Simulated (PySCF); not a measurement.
## Static response to an electric field

Species: C₂H₄OS₂.
Atom-mapped SMILES: `[CH3:1][S@@:2](=[O:3])[CH:4]=[S:5]` (hydrogens: H6, H7, H8 on C1; H9 on C4)

Structure used (PBE0-D3(BJ)/def2-SVP), in Å, numbered top down from 1:
```xyz
9
C2H4OS2 angstrom
C     -0.7712    0.3269   -0.9336
S      0.8829    0.5102   -0.2077
O      0.9479    1.8264    0.4984
C      0.7381   -0.7925    1.0421
S      0.2719   -2.3120    0.8045
H     -0.9089   -0.7196   -1.2378
H     -1.5039    0.6337   -0.1748
H     -0.8052    1.0003   -1.7996
H      1.1466   -0.4021    1.9918
```

Level: PBE0/def2-SVPD (PySCF), static field, nuclei fixed, core orbitals frozen in the response. The polarisability tensor in these axes (au):

```
x   59.18  5.79  6.40
y    5.79 97.69 -9.95
z    6.40 -9.95 64.87
```

Task: Diagonalise the tensor; give its mean and Δα, where Δα² is half the sum of the squared differences of the eigenvalues.

Result: Principal values 52.59, 68.31 and 100.84 au; mean 73.91 au = 10.95 Å³ = 12.19 × 10⁻⁴⁰ C²·m²/J; Δα = 42.62 au (58 % of the mean).

Task: What is the dipole moment, and where does it point?

Result: (-1.40, -1.70, -1.23) D, 2.52 D in size, pointing from the negative to the positive side. Measured along this direction, the outermost atoms are O3 at the negative end and H6 at the positive end.

Task: Traceless (Buckingham) quadrupole moment about the centre of nuclear charge: eigenvalues?

Result: -13.13, 2.92, 10.21 D·Å. The values depend on the origin, since the dipole doesn't vanish. The electronic extent ⟨r²⟩ about the same centre is 714 bohr², a root-mean-square distance of 1.89 Å for the 56 electrons.

Task: In a dilute gas of rigid molecules at 298 K, how does the orientational term μ²/3kT compare with the electronic polarisability?

Result: In Gaussian units μ²/3kT = 51.52 Å³ against 10.95 Å³, a ratio of 4.70; the Debye molar polarisation (4π/3)N_A(α + μ²/3kT) is 157.6 cm³/mol, leaving out the vibrational part.

Task: Rayleigh depolarisation ratio (linearly polarised light, static tensor)?

Result: ρ = 3Δα²/(45ᾱ² + 4Δα²) = 5448.6/(245838 + 7264.8) = 0.0215.

Task: What molar refraction does this α imply?

Result: Lorentz–Lorenz: R = (4π/3)N_A α = 2.5225 cm³/(mol·Å³) × 10.95 Å³ = 27.6 cm³/mol, in the limit of long wavelengths.

The structure is a single PBE0-D3(BJ)/def2-SVP conformer in the gas phase; no vibrational or solvent corrections.

The run behind these numbers computed excited states and ΔSCF ions as well. Hardware: Arm Neoverse V1, one thread (shared host). Cost: 69 s wall.
